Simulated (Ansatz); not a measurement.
Process, species as SMILES: P (PH3) → [PH2-] + H+
B3LYP-D3(BJ)/def2-TZVP geometries, fixed; electronic energies without zero-point terms.

Basis-set convergence of the deprotonation energy at CCSD(T) with Ansatz (a quantum-chemistry and plane-wave program). Cartesian d functions, on some or all atoms, in 6-31G*, 6-31+G*, 6-311G**, 6-311+G**; all else is spherical. Cores are frozen. No added dispersion term, no relativity. Functions are those of the species that has most. Reference: Hartree-Fock in aug-cc-pV(Q+d)Z plus the correlation part extrapolated as X^-3 from aug-cc-pV(T+d)Z and aug-cc-pV(Q+d)Z, 372.49 kcal/mol, itself unsure by roughly 0.13 kcal/mol (a third of the extrapolation step and of the last Hartree-Fock step). Deviations are taken from unrounded values.

```tsv
basis	functions	deprotonation energy (kcal/mol)
6-31G*	25	385.56
6-31+G*	29	373.31
def2-SVP	33	397.14
def2-SVPD	48	384.63
pcseg-1	33	383.80
aug-pcseg-1	54	372.84
cc-pV(D+d)Z	38	393.03
aug-cc-pV(D+d)Z	59	372.19
6-311G**	45	382.30
6-311+G**	49	380.11
def2-TZVP	55	380.54
def2-TZVPD	70	376.84
pcseg-2	76	384.53
aug-pcseg-2	119	374.28
cc-pV(T+d)Z	81	382.78
aug-cc-pV(T+d)Z	124	372.55
def2-TZVPP	84	381.56
def2-TZVPPD	99	378.18
cc-pV(Q+d)Z	154	377.11
aug-cc-pV(Q+d)Z	227	372.62
def2-QZVPP	160	376.36
def2-QZVPPD	175	375.47
pcseg-3	163	375.91
aug-pcseg-3	236	373.18
```

What the diffuse functions change, pair by pair:
- 6-31G* to 6-31+G*: 4 more functions, deviation 13.07 to 0.82 kcal/mol
- def2-SVP to def2-SVPD: 15 more functions, deviation 24.65 to 12.14 kcal/mol
- pcseg-1 to aug-pcseg-1: 21 more functions, deviation 11.31 to 0.35 kcal/mol
- cc-pV(D+d)Z to aug-cc-pV(D+d)Z: 21 more functions, deviation 20.54 to -0.30 kcal/mol
- 6-311G** to 6-311+G**: 4 more functions, deviation 9.81 to 7.62 kcal/mol
- def2-TZVP to def2-TZVPD: 15 more functions, deviation 8.05 to 4.35 kcal/mol
- pcseg-2 to aug-pcseg-2: 43 more functions, deviation 12.04 to 1.79 kcal/mol
- cc-pV(T+d)Z to aug-cc-pV(T+d)Z: 43 more functions, deviation 10.29 to 0.06 kcal/mol
- def2-TZVPP to def2-TZVPPD: 15 more functions, deviation 9.07 to 5.69 kcal/mol
- cc-pV(Q+d)Z to aug-cc-pV(Q+d)Z: 73 more functions, deviation 4.62 to 0.13 kcal/mol
- def2-QZVPP to def2-QZVPPD: 15 more functions, deviation 3.87 to 2.98 kcal/mol
- pcseg-3 to aug-pcseg-3: 73 more functions, deviation 3.42 to 0.69 kcal/mol

Leaving out the reference's own pair, they bring the value nearer the reference by more than 0.13 kcal/mol in 11 of 11 pairs.
